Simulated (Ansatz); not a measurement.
## Worked example: correlation energy of CH$_{3}$S, doublet

Geometry: MP2(full)/6-31G*, from the G2/97 set.

```yaml
atoms:
  - { symbol: C, position_ang: [-0.0021, 1.2005, 0.0000] }
  - { symbol: S, position_ang: [-0.0021, -0.5983, 0.0000] }
  - { symbol: H, position_ang: [1.0451, 1.5214, 0.0000] }
  - { symbol: H, position_ang: [-0.4774, 1.6027, 0.8952] }
  - { symbol: H, position_ang: [-0.4774, 1.6027, -0.8952] }
```

Basis 6-31G; Ansatz 0.2.0. Correlated methods freeze the noble-gas cores, which leaves 13 electrons in 22 orbitals. Prefix R: restricted or restricted open-shell reference; prefix U: unrestricted.

Full CI isn't at hand for all of this; UCCSDTQ serves as the reference, and is uncertain by about the last step of the cluster series.

Runs differ by some tens of microhartree through their thresholds and, for an open shell, their frozen cores, so steps under 0.03 kcal/mol mean nothing.

```tsv
level	total energy (hartree)
UHF	-437.062087
UMP2	-437.190051
UCCSD	-437.212899
UCCSD(T)	-437.215654
UCCSDT	-437.216020
UCCSDT(Q)	-437.216165
UCCSDTQ	-437.216161
```

Problem. What is the correlation energy at UCCSDTQ, and what share of it do UMP2 and UCCSDT recover?

Solution. E(corr) = -437.216161 − (-437.062087) = -0.154074 hartree = -4.193 eV. UMP2: -0.127964 / -0.154074 = 83.05 %. UCCSDT: -0.153933 / -0.154074 = 99.91 %.

Problem. By how many kcal/mol does UCCSD(T) miss UCCSDTQ (1 hartree = 627.509 kcal/mol), and which steps make up the rest?

Solution. -437.215654 − (-437.216161) = 0.000507 hartree = 0.32 kcal/mol. Steps: UCCSDT − UCCSD(T) = -0.23, UCCSDT(Q) − UCCSDT = -0.09, UCCSDTQ − UCCSDT(Q) = 0.00 kcal/mol. That is within 1 kcal/mol of the reference in this basis, which itself misses far more of the correlation at the basis-set limit.
